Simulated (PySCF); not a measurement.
C5H11N.
Atom-mapped SMILES: `[CH2:1]=[CH:2][CH2:3][CH2:4][CH2:5][NH2:6]` (hydrogens: H7, H8 on C1; H9 on C2; H10, H11 on C3; H12, H13 on C4; H14, H15 on C5; H16, H17 on N6)

Structure optimised with GFN2-xTB, isolated species.

Entries marked ? are missing. Bonds in one row agree within 0.01 Å.

```
    coordinate    value
         C1=C2        ?
         C2–C3  1.495 Å
         C3–C4  1.532 Å
         C4–C5        ?
         C5–N6        ?
         C1–H7  1.078 Å
         C1–H8  1.077 Å
         C2–H9  1.083 Å
C3–H10, C3–H11  1.094 Å
C4–H12, C4–H13  1.093 Å
C5–H14, C5–H15  1.094 Å
N6–H16, N6–H17  1.014 Å
      C1–C2–C3   124.4°
      C2–C3–C4        ?
      C3–C4–C5        ?
      C4–C5–N6        ?
```

Problem. Fill in the missing values.

Solution. 
- C1=C2 = 1.319 Å, drawn double (terminal =CH2 carbon to alkene CH carbon); 0.14 Å below the sum of covalent radii, 1.46 Å.
- C4–C5 = 1.537 Å, drawn single (chain CH2 carbon to sp3 carbon bound to nitrogen); 0.02 Å above the sum of covalent radii, 1.52 Å.
- C5–N6 = 1.450 Å, drawn single (sp3 carbon bound to nitrogen to primary amine nitrogen); 0.02 Å below the sum of covalent radii, 1.47 Å.
- C2–C3–C4 = 111.3°, at the allylic carbon; the outer atoms are 2.499 Å apart.
- C3–C4–C5 = 112.6°, at the chain CH2 carbon; the outer atoms are 2.554 Å apart.
- C4–C5–N6 = 115.8°, at the sp3 carbon bound to nitrogen; the outer atoms are 2.532 Å apart.

Radii are Cordero's, carbon taken as 0.76, 0.73 or 0.69 Å for four, three, and two or fewer neighbours.

Stationary, but not proved a minimum. The numbers are those of one conformer (C1–C2–C3–C4 -122°, C2–C3–C4–C5 175°, C3–C4–C5–N6 65°, C4–C5–N6–H -63° and 56°).

These are computed values.
